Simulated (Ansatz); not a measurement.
# UPBE/STO-3G run of NCO (nco radical)

What is the vertical doublet–quartet gap of NCO (nco radical) at UPBE/STO-3G? 

The calculation is run with Ansatz 0.2.0.

66 further runs of the same task are left out: 13 that didn't finish, 53 set aside as unsound or not needed.

## Step 1: Starting point

The species is NCO (3 atoms), meant as a doublet with charge 0. SMILES: `[N]=C=O`. The shape is that of a PBE0-D4/def2-TZVP optimisation.

Bond lengths: N1–C2 1.222 Å, C2–O3 1.171 Å. Angles: N1–C2–O3 180.0°.

## Step 2: The energy at UPBE/STO-3G

Contents of job.yaml:

```yaml
basis:
  gaussian:
    orbitals: STO-3G
crystal:
  periodic: [false, false, false]
  atoms:
    - {symbol: N, position_ang: [0.968200, 0.423100, 0.579200]}
    - {symbol: C, position_ang: [-0.013800, -0.006000, -0.008300]}
    - {symbol: O, position_ang: [-0.954400, -0.417100, -0.571000]}
total_charge: 0
magnetization:
  spin_polarized: true
  initial_magnetization: 1
hamiltonian:
  xc: pbe
accuracy: high
```

Started as:

```console
$ ansatz run job.yaml --threads 1 --pin off --max-ram 2610MiB --events-out events.jsonl --progress --plain --runs-dir runs
```

Standard output:

```text
Warning: RAYON_NUM_THREADS=1 ignored (pool sized by the plan → 1); use --threads N
Functional definition: PBE
  name "PBE"
  parameter kappa = 0.804
  parameter beta = 0.06672455060314922
  exchange = pbe_x(kappa = kappa, mu = beta*pi^2/3)
  correlation = pbe_c(beta = beta)
251 factors; integrals over basis functions are off by at most 2.2e-8 eV
mean field evaluation 1: about -4502.6046 eV, gradient 2.2e1 eV
mean field evaluation 2: about -4450.6657 eV, gradient 9.0e1 eV
mean field evaluation 4: about -4504.9542 eV, gradient 8.8e0 eV
mean field evaluation 8: about -4505.3344 eV, gradient 3.2e-2 eV
mean field evaluation 16: about -4505.3344 eV, gradient 9.0e-7 eV
mean field evaluation 32: about -4505.3344 eV, gradient 2.2e-2 eV
mean field -4505.33444180 eV, -165.5679869107 hartree, gradient 9.3e-8 eV, S^2 0.756782; 2 other end points of the search recorded, 0 dependent functions left out
reference -4505.33444271 eV, -165.5679869442 hartree; 11, 10 occupied and 4, 5 virtual orbitals, 251 factors
Total energy: -4505.33444271 eV, -165.5679869442 hartree
```

It took 11 s on 1 thread of Intel Xeon Platinum 8375C at 2.90GHz (Ice Lake), shared host; peak memory 0.12 GiB.

## Step 3: The quartet, same level

Edit job.yaml of step 2 so:

```diff
@@ -9,8 +9,7 @@
     - {symbol: O, position_ang: [-0.954400, -0.417100, -0.571000]}
-total_charge: 0
+accuracy: high
+hamiltonian:
+  xc: pbe
 magnetization:
   spin_polarized: true
-  initial_magnetization: 1
-hamiltonian:
-  xc: pbe
-accuracy: high
+  initial_magnetization: 3
```

Started as:

```console
$ ansatz run job.yaml --threads 1 --pin off --max-ram 2610MiB --events-out events.jsonl --progress --plain --runs-dir runs
```

Standard output (excerpt; [...] marks lines left out):

```text
Warning: RAYON_NUM_THREADS=1 ignored (pool sized by the plan → 1); use --threads N
[... 6 set-up lines as earlier in the session ...]
251 factors; integrals over basis functions are off by at most 2.2e-8 eV
mean field evaluation 1: about -4497.2374 eV, gradient 1.5e1 eV
mean field evaluation 2: about -4478.2912 eV, gradient 4.8e1 eV
mean field evaluation 4: about -4498.8370 eV, gradient 2.7e0 eV
mean field evaluation 8: about -4498.8493 eV, gradient 2.4e-2 eV
mean field evaluation 16: about -4498.8493 eV, gradient 1.2e-7 eV
mean field evaluation 32: about -4498.8487 eV, gradient 1.5e-1 eV
mean field evaluation 64: about -4493.9428 eV, gradient 1.5e1 eV
mean field evaluation 96: about -4498.8555 eV, gradient 2.8e-2 eV
mean field -4498.84929073 eV, -165.3296620048 hartree, gradient 3.5e-11 eV, S^2 3.756894; 5 other end points of the search recorded, 0 dependent functions left out
reference -4498.84929167 eV, -165.3296620393 hartree; 12, 9 occupied and 3, 6 virtual orbitals, 251 factors
Total energy: -4498.84929167 eV, -165.3296620393 hartree
```

It took 25 s on 1 thread of Intel Xeon Platinum 8375C at 2.90GHz (Ice Lake), shared host; peak memory 0.12 GiB.

## Step 4: What came out

At UPBE/STO-3G:

| quantity | value |
| --- | --- |
| doublet: total energy | -165.56799 Eh |
| doublet: ⟨S²⟩ | 0.757 |
| quartet: total energy | -165.32966 Eh |
| quartet: ⟨S²⟩ | 3.757 |
| vertical energy of the quartet above the doublet | 6.485 eV |

**Reading.** At this shape the quartet lies 6.49 eV (626 kJ/mol) above the doublet. In a minimal basis such a difference can be off by several eV, whatever the method.
